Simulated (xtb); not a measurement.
methyl formate (C2H4O2), SMILES COC=O. All values are semi-empirical tight-binding results from xtb (GFN2-xTB unless named), good for trends rather than for accurate numbers. The structure is a stationary point at GFN2-xTB. The values are those of a single conformer.

```
Property                                       Result
--------------------------------------  -------------
point group as xtb finds it                        Cs
orbital gap                                   5.14 eV
dipole moment                                  2.29 D
zero-point energy                       37.2 kcal/mol
G − E(el) at 298.15 K (modified RRHO)   20.0 kcal/mol
static polarisability (D4 model)           35.2 bohr³
solvation energy, GFN2-xTB/ALPB(water)  -2.4 kcal/mol
solvation energy, GFN2-xTB/ALPB(dmso)   -5.3 kcal/mol
```

Computed IR lines (harmonic; lines under 4 % of the strongest left out, lines within 3 cm⁻¹ merged):
ν (cm⁻¹): 368 (w), 958 (w), 1132 (w), 1179 (m), 1348 (w), 1790 (vs), 2833 (m) (against the strongest line: vs over 80 %, s over 45 %, m over 15 %, w over 4 %, vw less)
